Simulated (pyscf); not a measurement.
`[PH][GeH3]` [doublet] + `[H]` [doublet] -> `[PH]` [triplet] + `[GeH4]`, a substitution at Ge (triplet surface; Ge–P broken, Ge–H formed). Single points on ωB97X-D3(BJ)/def2-SVP structures (PySCF, gas phase). MP2 and CC: frozen core, UHF for open shells. ΔMP2 is the change of the MP2 total energy from the triple- to the quadruple-zeta basis. Energies in kcal/mol from the separated reactants.

Small-basis levels: PySCF, no dispersion term, spherical d functions. AM1 to PM7: differences of heats of formation from MOPAC. GFN2-xTB: tblite. Open shells are spin-unrestricted. 

```tsv
level	barrier	reaction energy
HF/3-21G	16.7	-38.8
HF/6-31G*+LANL2DZ	19.8	-32.5
SVWN5/6-31G*+LANL2DZ	-5.4	-22.2
BP86/6-31G*+LANL2DZ	0.1	-28.3
B3LYP/3-21G	2.1	-33.7
B3LYP/6-31G*+LANL2DZ	4.0	-30.6
PBE/def2-SVP	1.5	-22.5
B3LYP/def2-SVP	3.3	-28.8
GFN2-xTB	-2.7	-19.5
AM1	-6.7	-21.3
PM3	-10.9	-14.7
PM6	15.3	+29.7
CCSD(T)/def2-TZVPP + ΔMP2(QZVPP)	5.5	-28.0
```

Against the last row the barrier runs from -16.3 (PM3) to +14.3 kcal/mol (HF/6-31G*+LANL2DZ). At SVWN5/6-31G*+LANL2DZ, GFN2-xTB, AM1, PM3, PM6 this geometry lies under one side, so the entry may be no barrier of that level: it is a single point on another level's saddle. CCSD(T)/def2-TZVPP + ΔMP2(QZVPP) has limits of its own. •HP–GeH₃ + H• also meet on a surface of lower spin, which isn't treated here. One saddle was located; it need not be the lowest between these sides. The angle at the attacked Ge is 70° (front-side attack). The CCSD(T) − MP2 part came from Ansatz, without density fitting, on the same reference. The frozen core leaves the outer d or s,p core shells of the metals and heavy elements correlated in the MP2 and CC values, and def2-TZVPP describes them poorly, which can shift differences by a few kcal/mol. In the def2 sets elements up to Kr have no core potential.
